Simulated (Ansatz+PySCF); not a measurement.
**singlet H₄O₂ in separate pieces: levels of theory in one basis**

```tsv
atom	x (Å)	y (Å)	z (Å)
O	0.0000	0.0000	-0.1197
H	0.0000	0.7542	0.4787
H	0.0000	-0.7542	0.4787
O	30.0436	0.0027	0.1114
H	30.3744	-0.4869	-0.6486
H	29.2770	0.4651	-0.2427
```

Basis set: STO-3G (spherical functions). Frozen core: 2 orbitals. Charge 0, multiplicity 1.

Computed with Ansatz (development build ahead of 0.2.0); each method stands on the lowest determinant of its kind that the runs found. NEVPT2 correlates all electrons. Active spaces start from the frontier orbitals, and the lowest solution found is given.

```tsv
method	E − E(RHF) (eV)	<S²> of the determinant
RHF	0.00	0.00
RHF-CCSD	-2.73	–
RHF-CCSD(T)	-2.74	–
full CI (lowest root of this spin)	-2.74	–
CASSCF(8,8)	-2.52	–
SC-NEVPT2(8,8)	-2.66	–
```

Q: What does RHF-MP2 give on the same scale?

A: -1.96 eV.

Q: Is a single determinant a sound starting point here?

A: By this sign, yes. Unrestricted orbitals gain 0.00 eV and <S²> is 0.00 against 0.00 for a pure state. The CASSCF(8,8) natural occupations are 1.98, 1.98, 1.97, 1.97, 0.03, 0.03, 0.02, 0.02.
